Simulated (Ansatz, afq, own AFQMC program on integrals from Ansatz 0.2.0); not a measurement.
Si, triplet → Si⁺, quartet

A free Si atom.

E(quartet, charge +1) − E(triplet, charge +0) at this geometry, on UHF and UHF determinants.

Basis 6-31G. Noble-gas cores (and the filled d shells of Ga–Kr and In–Xe) are frozen. AFQMC by an in-house program on the Cholesky factors that Ansatz 0.2.0 writes for its CCSD(T) run. The CISD trial takes its coefficients from CCSD amplitudes. Released means that phaseless walkers are propagated on without the constraint, phases kept. Free projection: walkers drawn from exp(T), propagated without any constraint. Its projection time is finite, and what remains of the start isn't in its error. Uncertainties: one standard error, sampling alone. The errors of all members are added in quadrature.

Full CI on the same integrals is exact in this basis and with this determinant's frozen core.

Errors are counted within 6-31G, not against nature.

Cautions: Si⁺ (quartet): another spin lies lower; this isn't the first ionization; core correlation is missing, and it shifts such a gap most where an s electron is promoted.

Reference (full CI): 1164.2 kJ/mol.

```json
{"level": "HF", "vertical ionization energy (kJ/mol)": "1105.5", "error against FCI (kJ/mol)": "-58.6"}
{"level": "MP2", "vertical ionization energy (kJ/mol)": "1141.5", "error against FCI (kJ/mol)": "-22.7"}
{"level": "CCSD", "vertical ionization energy (kJ/mol)": "1163.7", "error against FCI (kJ/mol)": "-0.4"}
{"level": "CCSD(T)", "vertical ionization energy (kJ/mol)": "1164.0", "error against FCI (kJ/mol)": "-0.1"}
{"level": "ph-AFQMC/HF", "vertical ionization energy (kJ/mol)": "1163.1 ± 0.7", "error against FCI (kJ/mol)": "-1.1 ± 0.7"}
{"level": "ph-AFQMC/CISD", "vertical ionization energy (kJ/mol)": "1164.2 ± 0.01", "error against FCI (kJ/mol)": "0.0 ± 0.01"}
{"level": "released AFQMC", "vertical ionization energy (kJ/mol)": "1164.2 ± 0.01", "error against FCI (kJ/mol)": "0.0 ± 0.01"}
{"level": "free AFQMC", "vertical ionization energy (kJ/mol)": "1164.2 ± 0.01", "error against FCI (kJ/mol)": "0.0 ± 0.01"}
```

Correlation beyond CCSD(T) changes it by less than 2 meV. The perturbative (T) step is worth +0.3 kJ/mol.

Free projections are given only where their last times agree within the noise and don't stop above the reference; a slow remainder of the start can still hide under it. A walk keeps the symmetry of its determinant, which the program's search chose and which needn't be the lowest solution, so a lower state of the same spin and another symmetry isn't excluded. Released energies are given only where the last usable release times agree within the noise; a slower fall can still hide under it.
